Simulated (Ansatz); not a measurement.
# ClFHSi radical (SMILES F[SiH]Cl): molecular dynamics

Aim: follow the atoms for 40 steps of 0.5 fs at constant energy, with velocities drawn for 300 K.

The runs use Ansatz 0.2.0, Gaussian basis; BHLYP-D4/def2-SVP, unrestricted.

### 1 The system as given

SMILES `F[SiH]Cl`, 4 atoms, charge 0, spin multiplicity 2.

Atoms are counted from 1 here; the program's logs count them from 0.

Bond lengths: F1–Si2 1.620 Å, Si2–Cl3 2.009 Å, Si2–H4 1.445 Å. Angles: F1–Si2–Cl3 105.9°, F1–Si2–H4 102.9°, Cl3–Si2–H4 115.7°.

As a file:

```xyz
4
ClFHSi
F    -0.9929   -0.3423    1.0625
Si   -0.2049   -0.2232   -0.3474
Cl    1.7326   -0.5466    0.0755
H    -0.5348    1.1122   -0.7905
```

### 2 The run

md/in.yaml

```yaml
crystal:
  periodic: [false, false, false]
  atoms:
    - {symbol: F, position_ang: [-0.992950, -0.342310, 1.062500]}
    - {symbol: Si, position_ang: [-0.204890, -0.223210, -0.347440]}
    - {symbol: Cl, position_ang: [1.732630, -0.546640, 0.075470]}
    - {symbol: H, position_ang: [-0.534790, 1.112160, -0.790530]}
basis:
  gaussian: {orbitals: def2-SVP}
magnetization: {spin_polarized: true, initial_magnetization: 1}
hamiltonian: {xc: {name: BHLYP}, dispersion: d4}
md: {n_steps: 40, timestep: 0.5, temperature: 300, ensemble: nve, seed: 782, initial_velocities: maxwell_boltzmann}
```

The run is started by

```bash
$ ansatz run in.yaml --threads 2 --pin off --events-out ev --progress --plain --max-ram 3481MiB
```

Q: Predict the outcome of this session. Wanted: temperature at the start; mean temperature, second half; lowest and highest potential energy, from the first frame; largest change of potential + kinetic.

As calculated:

| quantity | value |
| --- | --- |
| length | 40 steps, 20.0 fs |
| temperature at the start | 300 K |
| mean temperature, second half | 224 K |
| lowest and highest potential energy, from the first frame | -21 and 42 meV |
| largest change of potential + kinetic | 0.3 meV |

With no thermostat the total energy should stay fixed; it holds within 0.3 meV, small beside the kinetic energy, so the time step serves. The temperature runs between 137 and 382 K. The molecule keeps its bonds.
